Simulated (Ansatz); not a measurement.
# I (I, solid I2 (Cmce)): the cost of one run

Computed with Ansatz 0.2.0 (DFT r²SCAN, plane waves with PAW, scalar-relativistic, unless a step says otherwise).

1 further run of the same task is left out (set aside as unsound or not needed).

### Step 1. The structure to begin with

It takes space group Cmce (No. 64, orthorhombic). The conventional cell has a = 7.740 Å, b = 4.625 Å, c = 9.889 Å, α = 90.00°, β = 90.00°, γ = 90.00°. Around I (site symmetry m) lie 1 I at 2.77 Å.

Structure file:

```cif
data_structure
_symmetry_space_group_name_H-M 'Cmce'
_symmetry_Int_Tables_number 64
_cell_length_a 7.7401
_cell_length_b 4.6252
_cell_length_c 9.8887
_cell_angle_alpha 90.000
_cell_angle_beta 90.000
_cell_angle_gamma 90.000
_cell_volume 354.01
loop_
_atom_site_label
_atom_site_type_symbol
_atom_site_symmetry_multiplicity
_atom_site_Wyckoff_symbol
_atom_site_fract_x
_atom_site_fract_y
_atom_site_fract_z
_atom_site_occupancy
I1 I 8 f 0.50000 0.65427 0.12003 1
```

### Step 2. With a width of 0.01 eV

The run at 0.01 eV.

Contents of input.yaml:

```yaml
crystal:
  lattice:
    - [3.8700618714, -2.3126027455, 0.0]
    - [3.8700618714, 2.3126027455, 0.0]
    - [0.0, 0.0, 9.8887364343]
  atoms:
    - { symbol: I, position: [0.8457316503, 0.1542683497, 0.1200270611] }
    - { symbol: I, position: [0.6542683497, 0.3457316503, 0.6200270611] }
    - { symbol: I, position: [0.1542683497, 0.8457316503, 0.8799729389] }
    - { symbol: I, position: [0.3457316503, 0.6542683497, 0.3799729389] }
hamiltonian:
  xc: r2scan
  pseudopotentials:
    kind: paw
    azcp:
      I: "pseudopotentials/I.paw.azcp"
basis:
  ecutwfc: 500
  fft_grid_basis: typed
kpoints:
  mp_grid: { grid: [8, 8, 4], shift: [0, 0, 0] }
magnetization:
  spin_polarized: false
scf:
  occupations: { method: methfessel_paxton, width: 0.01 }
  lower_state_search: "off"
output:
  stress: true
  write_density: true
  write_potential: true
  elf: true
  volumetric_format: npy
```

Command:

```console
ansatz run input.yaml --threads 2 --pin off --max-ram 5120MiB --backend cpu --events-out ev --progress --plain --runs-dir out
```

**Question.** How long does this run take on 2 threads of Intel Xeon Platinum 8375C at 2.90GHz (Ice Lake), shared host, and how much memory does it need?

About 20 s, with a peak of 1.1 GiB.
